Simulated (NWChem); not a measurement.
# UBLYP-D3(0)/6-31G (density fitting, lindep 0.0001, then freq 1, trust 0.2) run of [S3]−

Aim: a structure relaxation of [S3]−. 

The calculation is run with NWChem 7.3.0.

**1. The structure to begin with**

[S3]− has 3 atoms, charge -1, and is taken as a doublet. The shape is that of a GFN2-xTB optimisation. The run starts from this shape.

Bond lengths: S1–S2 1.984 Å, S2–S3 1.984 Å. Angles: S1–S2–S3 115.4°.

**2. A structure relaxation at UBLYP-D3(0)/6-31G (density fitting, lindep 0.0001, then freq 1, trust 0.2)**

File job.nw:

```
echo
start job
title "S3"
memory 2200 mb
charge -1

geometry units angstrom
 S     -1.117260     0.295410     1.265730
 S      0.397110     0.584890     0.015760
 S      0.720140    -0.880310    -1.281490
end

basis spherical
 * library 6-31G
end

basis "cd basis" spherical
 * library "dgauss a2 dft coulomb fitting"
end

dft
 xc becke88 lyp
 mult 2
 disp vdw 3
 grid coarse
 convergence density 0.001 diis 4
 direct
 maxiter 200
 mulliken
 noprint "final vectors analysis"
end

driver
 maxiter 60
 trust 0.2
end

freq
 temp 2 298.15 373.15
end

set lindep:tol 0.0001
task dft optimize
task dft frequencies
```

Launch:

```sh
$ nwchem job.nw > job.out
```

What values should one expect? Wanted: total energy at the end; dispersion energy; ⟨S²⟩; lowest harmonic wavenumber; highest harmonic wavenumber; zero-point energy.

Answer, from the run:

At UBLYP-D3(0)/6-31G (density fitting, lindep 0.0001, then freq 1, trust 0.2):

| quantity | value |
| --- | --- |
| total energy at the end | -1194.85970 Eh |
| dispersion energy | -3.13 kJ/mol |
| ⟨S²⟩ | 0.750 |
| lowest harmonic wavenumber | 219 cm⁻¹ |
| highest harmonic wavenumber | 420 cm⁻¹ |
| zero-point energy | 6.3 kJ/mol |

At the final geometry: Bond lengths: S1–S2 2.208 Å, S2–S3 2.208 Å. Angles: S1–S2–S3 111.6°. All 3 modes are real, so the shape is a minimum at this level. The optimisation took 5 steps and changed the energy by -0.895 eV.
